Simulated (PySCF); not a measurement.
## Relaxation of singlet Li2S

Computed with PySCF, PBE0, basis S def2-TZVP, Li def2-TZVP (no relativity, density fitting). A (50,194) grid was used.

A hand-made bent start, of C2v symmetry, held to at least that symmetry:

Coordinates in bohr (charge 0 multiplicity 1):
```
S     0.0000    0.0000   -0.7802
Li    3.6532    0.0000    1.7777
Li   -3.6532    0.0000    1.7777
```

Optimiser trace:
| step | E − E(last) (kJ/mol) | largest gradient (Eh/bohr) |
| --- | --- | --- |
| 0 | 48.13 | 0.03193 |
| 1 | 26.18 | 0.02500 |
| 2 | 2.31 | 0.00729 |
| 3 | 0.88 | 0.00280 |
| 4 | 0.67 | 0.00088 |
| 5 | 0.59 | 0.00082 |
| 6 | 0.33 | 0.00129 |
| 7 | 0.01 | 0.00013 |
| 8 | 0.01 | 0.00054 |
| 9 | 0.00 | 0.00013 |
| 10 | 0.00 | 0.00009 |

It ends at C2v with S–Li 2.069 Å (×2); Li–S–Li 136.5° (after a last refinement on a finer grid). A frequency run shows a minimum.

Final geometry:
```xyz
3
charge 0 multiplicity 1, angstrom
S     0.0000    0.0000   -0.2339
Li    1.9219    0.0000    0.5322
Li   -1.9219    0.0000    0.5322
```
